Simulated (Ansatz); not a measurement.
# AlH3 (triplet): the correlation ladder, cc-pVDZ

How much of the correlation energy of AlH3 (triplet) does each wave-function method recover here?

Program: Ansatz 0.2.0, Gaussian basis. Level of theory: cc-pVDZ, core rule «outside noble gas», up to 5 orbitals frozen. These are calculated values, not measurements.

To be run: UHF; CCSD(T) on ROHF; CCSD(T) on UHF; BCCD(T) on ROHF; CISD; CCSDT(Q) on ROHF; CCSDT(Q) on UHF; CISDTQ; CASSCF and MRCISD+Q, 6 electrons in 7 orbitals; CASSCF and NEVPT4(SD), 6 electrons in 7 orbitals; CASSCF and NEVPT2, 6 electrons in 7 orbitals; Full CI.

25 further runs of the same task are left out: 8 for a known fault of the program, 6 that didn't finish, 11 set aside as unsound or not needed.

## 1. The system

The geometry is a PBE0/def2-TZVP stationary point (not a proven minimum) of the parent state, kept for this charge and spin.

4 atoms, charge 0, spin multiplicity 3.

Atoms are counted from 1 here; the program's logs count them from 0.

Bond lengths: Al1–H2 1.586 Å, Al1–H3 1.586 Å, Al1–H4 1.586 Å. Angles: H2–Al1–H3 120.0°, H2–Al1–H4 120.0°, H3–Al1–H4 120.0°.

As a file:

```xyz
4
charge 0, multiplicity 3
Al    0.00000    0.00000    0.00000
H     1.58578    0.01505   -0.00008
H    -0.80592    1.36579   -0.00279
H    -0.77985   -1.38085    0.00287
```

## 2. UHF

Input file in.yaml:

```yaml
crystal:
  periodic: [false, false, false]
  atoms:
    - {symbol: Al, position_ang: [0.000000, 0.000000, 0.000000]}
    - {symbol: H, position_ang: [1.585776, 0.015051, -0.000083]}
    - {symbol: H, position_ang: [-0.805923, 1.365794, -0.002790]}
    - {symbol: H, position_ang: [-0.779853, -1.380845, 0.002873]}
basis:
  gaussian: {orbitals: cc-pVDZ}
magnetization: {spin_polarized: true, initial_magnetization: 2}
hamiltonian: {xc: hf}
output: {orbitals: {seedname: orbitals}}
```

The run is started by

```bash
$ ansatz run in.yaml --threads 1 --pin off --events-out ev --progress --plain --max-ram 2393MiB
```

After this run come: CCSD(T) on ROHF; CCSD(T) on UHF; BCCD(T) on ROHF; CISD; CCSDT(Q) on ROHF; CCSDT(Q) on UHF; CISDTQ; CASSCF and MRCISD+Q, 6 electrons in 7 orbitals; CASSCF and NEVPT4(SD), 6 electrons in 7 orbitals; CASSCF and NEVPT2, 6 electrons in 7 orbitals; Full CI.

Q: Predict the results of all the runs planned. Wanted: FCI below the RHF energy; RMP2 from FCI; UMP2 from FCI; RCCSD from FCI; RCCSD(T) from FCI; UCCSD(T) from FCI; RCCSDT(Q) from FCI; UCCSDT(Q) from FCI; NEVPT2 valence from FCI.

The runs gave:

| quantity | value |
| --- | --- |
| FCI below the RHF energy | -2.7736 eV |
| RMP2 from FCI | +80.2 kJ/mol |
| UMP2 from FCI | +85.2 kJ/mol |
| RCCSD from FCI | +10.1 kJ/mol |
| RCCSD(T) from FCI | +2.7 kJ/mol |
| UCCSD(T) from FCI | +2.6 kJ/mol |
| RCCSDT(Q) from FCI | +0.1 kJ/mol |
| UCCSDT(Q) from FCI | +0.1 kJ/mol |
| NEVPT2 valence from FCI | +46.9 kJ/mol |
| NEVPT4(SD) valence from FCI | +8.3 kJ/mol |
| MRCISD+Q valence from FCI | +1.7 kJ/mol |
| levels within 1 kcal/mol (43 meV) | RCCSD(T), UCCSD(T), BCCD(T), RCCSDT, UCCSDT, CISDTQ, RCCSDT(Q), UCCSDT(Q), MRCISD+Q valence |
| T1 diagnostic | 0.030 |
| effectively unpaired electrons | 2.06 |

**Reading.** RCCSD(T) lands +2.7 kJ/mol from the yardstick (1.0 % of the correlation energy). One determinant dominates. Of the multireference levels listed MRCISD+Q valence comes nearest in total energy (+1.7 kJ/mol), which doesn't show that its space is the better one. Coupled cluster took another determinant than the lowest Hartree-Fock one. These misses are within one basis, not against nature; the frozen cores of restricted and unrestricted runs differ, which can shift their rows.
